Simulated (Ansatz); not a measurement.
C$_{4}$H$_{4}$O$_{2}$ (`C#CCOC=O`), relaxed with RKS PBE0-D4/def2-TZVP in Ansatz from a PBE-D4/def2-SVP geometry. The force threshold is 0.005 eV/Å; the program also tests the step.

The species carries charge 0 and has multiplicity 1.

Start:

```xyz
10

C    -0.255    2.387    0.536
C    -0.507    1.221    0.274
C    -0.826   -0.171   -0.019
O     0.105   -0.749   -0.972
C     1.107   -1.491   -0.442
O     1.283   -1.728    0.729
H    -0.019    3.419    0.757
H    -0.807   -0.775    0.913
H    -1.826   -0.254   -0.491
H     1.744   -1.859   -1.286
```

Task: How much energy does the relaxation release, and in how many steps? (Best estimate.)

Result: Computed: 7.69 kJ/mol, in 15 steps, 4 of them rejected.

Task: Which bonds change most? (Best estimate.)

Result: The calculation gave: C1–C2 from 1.222 to 1.199 Å; C5–H10 from 1.119 to 1.099 Å; O4–C5 from 1.355 to 1.337 Å; C3–H8 from 1.111 to 1.092 Å.

Task: Give the relaxed structure. (Estimate.)

Result: The calculation gave: 
```xyz
10

C    -0.190    2.290    0.534
C    -0.490    1.159    0.278
C    -0.872   -0.207   -0.033
O     0.030   -0.819   -0.965
C     1.109   -1.400   -0.431
O     1.367   -1.467    0.732
H     0.083    3.293    0.768
H    -0.913   -0.804    0.881
H    -1.846   -0.227   -0.523
H     1.722   -1.818   -1.241
```
